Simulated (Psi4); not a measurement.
**SiH4S (sulfanylsilane): MP2/6-311G(d,p) (density fitting, density fitting for correlation, sweep point 6)**

We compute a geometry optimisation of SiH4S (sulfanylsilane). Input form: a Python script.

The results are computed with Psi4 1.11.

5 further runs of the same task are left out: 5 set aside as unsound or not needed.

**1. The molecule**

SiH4S has 6 atoms, charge 0, and is taken as a singlet. As SMILES, `[SiH3]S`. Geometry: relaxed at PBE0-D4/def2-TZVP. The run starts from this shape.

Bond lengths: Si1–S2 2.137 Å, Si1–H3 1.485 Å, Si1–H4 1.482 Å, Si1–H5 1.485 Å, S2–H6 1.344 Å. Angles: Si1–S2–H6 94.7°, S2–Si1–H3 111.6°, S2–Si1–H4 104.8°, S2–Si1–H5 111.6°, H3–Si1–H4 110.0°, H3–Si1–H5 108.8°, H4–Si1–H5 110.0°.

**2. A geometry optimisation at MP2/6-311G(d,p) (density fitting, density fitting for correlation, sweep point 6)**

Input file calc.py:

```python
import psi4

psi4.set_memory(1600000000)
psi4.set_num_threads(1)
psi4.core.set_output_file('run.log', False)

geom = psi4.geometry("""
0 1
Si    -0.169800    -0.263400    -0.436000
S      0.907300    -0.012600     1.392800
H     -1.629800    -0.074300    -0.241600
H      0.108600    -1.658300    -0.852500
H      0.299800     0.681200    -1.481100
H      0.526100     1.263300     1.572300
symmetry c1
""")

psi4.set_options({
    'basis': '6-311G**',
    'puream': True,
    'scf_type': 'df',
    'num_frozen_docc': 10,
    'g_convergence': 'gau_tight',
    'geom_maxiter': 50,
})

result = psi4.optimize("mp2")
print('E =', round(result, 9))
print(geom.to_string(dtype='xyz', units='Angstrom'))
for k, v in sorted(psi4.core.scalar_variables().items()):
    print(f'{k:45s} {v:18.10f}')
```

Started as:

```bash
$ python calc.py
```

run.log:

```text
[...]
  Running in c1 symmetry.
[...]
  Nuclear repulsion =   89.238634659737230
[...]
  Multiplicity = 1
[...]
  Nalpha       = 17
  Nbeta        = 17
[...]
    Number of basis functions: 76
[...]
   @DF-RHF iter   1:  -688.77744668037917   -4.05194e-01   4.01749e-03 DIIS/ADIIS
[...]
   @DF-RHF iter   8:  -688.82359590139447   -1.13687e-13   3.04060e-11 DIIS
[...]
    Orbital Energies [Eh]
    ---------------------
    Doubly Occupied:
       1A    -91.954133     2A    -68.806762     3A     -8.958536
       4A     -6.640675     5A     -6.639883     6A     -6.638135
       7A     -6.152678     8A     -4.259978     9A     -4.259293
      10A     -4.259035    11A     -0.977909    12A     -0.723909
      13A     -0.562675    14A     -0.509847    15A     -0.494190
      16A     -0.452227    17A     -0.378677
[...]
  @DF-RHF Final Energy:  -688.82359590139447
   => Energetics <=
    Nuclear Repulsion Energy =             89.3136801497248456
    One-Electron Energy =               -1130.9374652381907254
    Two-Electron Energy =                 352.8001891870713393
    Total Energy =                       -688.8235959013945831
[...]
 Multipole Moments:
 ------------------------------------------------------------------------------------
     Multipole            Electronic (a.u.)      Nuclear  (a.u.)        Total (a.u.)
 ------------------------------------------------------------------------------------
 L = 1.  Multiply by 2.5417464519 to convert [e a0] to [Debye]
 Dipole X            :          1.6553838           -2.0315950           -0.3762111
 Dipole Y            :         -0.3376106            0.6415915            0.3039809
 Dipole Z            :          2.3694946           -2.7697758           -0.4002812
 Magnitude           :                                                    0.6278250
[...]
  -Total Gradient:
     Atom            X                  Y                   Z
    ------   -----------------  -----------------  -----------------
       1       -0.000003064133    -0.000002294015    -0.000006075345
       2        0.000002168295    -0.000000409126     0.000002975404
       3       -0.000000009382     0.000001103652    -0.000000600804
       4        0.000001237084    -0.000000196109     0.000002263240
       5       -0.000000903903     0.000001264483     0.000000686146
       6        0.000000572038     0.000000531115     0.000000751356
[...]
    Final optimized geometry and variables:
    Molecular point group: c1
    Full point group: C1
    Geometry (in Angstrom), charge = 0, multiplicity = 1:
    SI          -0.537758909661    -0.150263125576    -0.927824521327
    S            0.538957594488     0.109900749197     0.905141670191
    H           -1.983721389742     0.046624576583    -0.726240612787
    H           -0.265628347778    -1.534079129695    -1.346455906417
    H           -0.070287923733     0.795082106718    -1.956416253094
    H            0.149867123624     1.377159812822     1.070687116340
[...]
```

It took 8.7 s on 1 thread of Intel Xeon 6975P-C (Granite Rapids), shared host; peak memory 0.26 GiB.

The path in brief:

```tsv
step	energy from the first frame kept (eV)	largest force (eV/Å)
0	0.0000	0.2952
1	-0.0051	0.0413
2	-0.0053	0.0179
3	-0.0053	0.0017
4	-0.0053	0.0009
5	-0.0053	0.0004
```

After the run. Bond lengths: Si1–S2 2.142 Å, Si1–H3 1.473 Å, Si1–H4 1.471 Å, Si1–H5 1.473 Å, S2–H6 1.336 Å. Angles: Si1–S2–H6 94.3°, S2–Si1–H3 111.1°, S2–Si1–H4 105.4°, S2–Si1–H5 111.1°, H3–Si1–H4 110.3°, H3–Si1–H5 108.7°, H4–Si1–H5 110.3°.

**3. Outcome**

Level: MP2/6-311G** (density fitting, density fitting for correlation, sweep point 6), 10 core orbitals frozen.

| quantity | value |
| --- | --- |
| total energy at the end | -689.06497 Eh |
| correlation energy (10 core orbitals frozen) | -241.4 mEh |

**Reading.** At the final geometry: Bond lengths: Si1–S2 2.142 Å, Si1–H3 1.473 Å, Si1–H4 1.471 Å, Si1–H5 1.473 Å, S2–H6 1.336 Å. Angles: Si1–S2–H6 94.3°, S2–Si1–H3 111.1°, S2–Si1–H4 105.4°, S2–Si1–H5 111.1°, H3–Si1–H4 110.3°, H3–Si1–H5 108.7°, H4–Si1–H5 110.3°. The optimisation took 6 steps and changed the energy by -0.005 eV.
